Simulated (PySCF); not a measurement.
Ligands exchanged one at a time, Al F-Cl. Isolated molecules, 0 K electronic values unless said otherwise. Strings in code marks are SMILES.

The HOMO–LUMO gap from two functionals at the same geometries (ωB97X-D3(BJ)/def2-TZVP), both in PySCF: PBE-D3(BJ)/def2-TZVP and ωB97X-D3(BJ)/def2-TZVP. 

| species | PBE-D3(BJ)/def2-TZVP (eV) | ωB97X-D3(BJ)/def2-TZVP (eV) |
|---|---|---|
| 0 of 3 F replaced by Cl (`[Al]([F])([F])[F]`) | 7.19 | 14.80 |
| 1 of 3 F replaced by Cl (`[F][Al]([F])[Cl]`) | 6.19 | 13.08 |
| 2 of 3 F replaced by Cl (`[F][Al]([Cl])[Cl]`) | 6.01 | 12.83 |
| 3 of 3 F replaced by Cl | 5.86 | 12.65 |

Over these rows, drawn at random from the members with no instability flagged (it was tested for open shells, ions and some series alone), PBE minus ωB97X-D3(BJ): mean -7.03 eV, from -7.61 eV to -6.79 eV.
